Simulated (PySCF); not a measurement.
H6Si2.

```xyz
8

Si     0.0000     0.0000    -1.1718
Si     0.0000     0.0000     1.1718
H     -1.2043    -0.6953    -1.6881
H      1.2043    -0.6953    -1.6881
H      0.0000     1.3906    -1.6881
H     -1.2043     0.6953     1.6881
H      1.2043     0.6953     1.6881
H      0.0000    -1.3906     1.6881
```
Charge 0, spin multiplicity 1.

Coordinates come from a TPSSh-D3(BJ)/def2-TZVP optimisation.

Computed with KT2/pcSseg-2 in PySCF. Non-relativistic, no solvent.

### Question
Give the absolute GIAO shielding of each atom: isotropic value and principal components (ppm). (Estimate from the structure and the level; the computed values follow.)

### Answer

```csv
atom,σ(iso),σ11,σ22,σ33,span
Si1,467.1,465.0,465.0,471.2,6.2
Si2,467.1,465.0,465.0,471.2,6.2
H3,27.8,24.9,25.6,32.8,7.9
H4,27.8,24.9,25.6,32.8,7.9
H5,27.8,24.9,25.6,32.8,7.9
H6,27.8,24.9,25.6,32.8,7.9
H7,27.8,24.9,25.6,32.8,7.9
H8,27.8,24.9,25.6,32.8,7.9
```
